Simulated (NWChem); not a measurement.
Na, doublet

Program: NWChem. Spin-unrestricted. No stability test was run on the SCF state.

For level BHandHLYP/def2-SVP:

```yaml
highest occupied level (eV): -3.97
lowest empty minus highest occupied level, either spin (eV): 2.85
```

Question: What are these values for level UHF/def2-SVP?

Answer: 
* **highest occupied level (eV)**: -4.88
* **lowest empty minus highest occupied level, either spin (eV)**: 5.38
